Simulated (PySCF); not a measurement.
C5H11F.
Atom-mapped SMILES: `[CH3:1][CH2:2][C@@H:3]([CH3:4])[CH2:5][F:6]` (hydrogens: H7, H8, H9 on C1; H10, H11 on C2; H12 on C3; H13, H14, H15 on C4; H16, H17 on C5)

The calculation used PBE0-D3(BJ)/def2-SVP geometry optimisation, gas phase in PySCF.

Problem. What internal coordinates does the optimisation give?

Solution. 
```
                  bond  length (Å)
                 C1–C2       1.521
                 C2–C3       1.532
                 C3–C4       1.525
                 C3–C5       1.517
                 C5–F6       1.378
   C1–H7, C1–H8, C1–H9       1.101
                C2–H10       1.103
                C2–H11       1.103
                C3–H12       1.107
C4–H13, C4–H14, C4–H15       1.101
                C5–H16       1.104
                C5–H17       1.103
```

Bonds in one row agree within 0.01 Å and their mean is given. A selection of angles:
```
     angle  degrees
  C2–C1–H7    112.1
  H7–C1–H8    107.6
  C1–C2–C3    115.2
 C1–C2–H10    109.7
 C1–C2–H11    109.3
 C3–C2–H10    108.3
 C3–C2–H11    107.9
H10–C2–H11    106.0
  C2–C3–C4    111.2
  C2–C3–C5    112.1
 C2–C3–H12    108.2
  C4–C3–C5    110.7
 C4–C3–H12    108.7
 C5–C3–H12    105.8
 C3–C4–H13    111.2
 C3–C4–H15    110.4
H13–C4–H14    107.9
  C3–C5–F6    110.4
 C3–C5–H16    110.6
 C3–C5–H17    111.5
 F6–C5–H16    108.2
 F6–C5–H17    108.0
H16–C5–H17    108.1
```

Torsions: C1–C2–C3–C4 175° (antiperiplanar); C2–C3–C5–F6 -60° (synclinal).

Of the pairs four or more bonds apart, H7···H17 is among the closest relative to their van der Waals radii: 2.25 Å, 94 % of the sum of Bondi's values.

Point group: C1 (no symmetry element, even within 0.4 Å). PBE0-D3(BJ)/def2-SVP frequencies: not computed here. One conformer, not necessarily the lowest.

Time: 25 s wall. Hardware: one thread, x86-64 server, on a shared host. These figures are those of the optimisation.
